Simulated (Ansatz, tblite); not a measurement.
Removing and adding an electron: (LiH)2 ring (Li2H2). The state is a singlet with charge 0. Geometry: PBE-D4/def2-TZVP. Ansatz, gas phase; energy differences of separate SCF runs; the oxidised species was run as a doublet alone; the reduced species was run as a doublet alone.

Cartesian coordinates in Å:
```
Li 0.264 0.609 0.929
H 0.936 -0.880 0.311
Li -0.264 -0.609 -0.929
H -0.936 0.880 -0.311
```

The xTB rows come from tblite.

Q: Estimate orbital energies and vertical ionisation energies and electron affinities at: GFN1-xTB; GFN2-xTB; PBE-D4/def2-TZVP; PBE-D4/def2-TZVPD; r2SCAN-D4/def2-TZVP; r2SCAN-D4/def2-TZVPD; PBE0-D4/def2-TZVP; PBE0-D4/def2-TZVPD.

A: 
```csv
level,−HOMO (eV),vertical IE (eV),−LUMO (eV),vertical EA (eV),HOMO–LUMO gap (eV),IE − EA (eV),remarks
GFN1-xTB,11.79,14.93,7.76,5.50,4.03,9.43,–
GFN2-xTB,9.54,12.95,4.76,1.69,4.78,11.25,–
PBE-D4/def2-TZVP,4.68,8.04,0.89,–,3.79,–,–
PBE-D4/def2-TZVPD,4.66,–,0.92,0.15,3.73,–,HOMO above zero (-1 doublet)
r2SCAN-D4/def2-TZVP,4.88,8.01,0.11,–,4.78,–,–
r2SCAN-D4/def2-TZVPD,4.84,–,0.11,-0.08,4.73,–,HOMO above zero (-1 doublet)
PBE0-D4/def2-TZVP,5.81,8.19,0.39,–,5.43,–,–
PBE0-D4/def2-TZVPD,5.78,–,0.45,0.04,5.33,–,HOMO above zero (-1 doublet)
```

Run but left out: HF/def2-TZVPP, MP2/def2-TZVPP, CCSD/def2-TZVPP, CCSD(T)/def2-TZVPP, HF/def2-TZVPD, MP2/def2-TZVPD, CCSD/def2-TZVPD, CCSD(T)/def2-TZVPD (flagged by the program: other roots).   A HOMO above zero means that the electron is unbound at that level or that self-interaction error raises the level; the energy of removing that electron tells which. Raw xTB energy differences between charge states are shifted by several eV; the methods need an empirical correction for them. A negative affinity means that the extra electron isn't bound; its size then hangs on the basis.
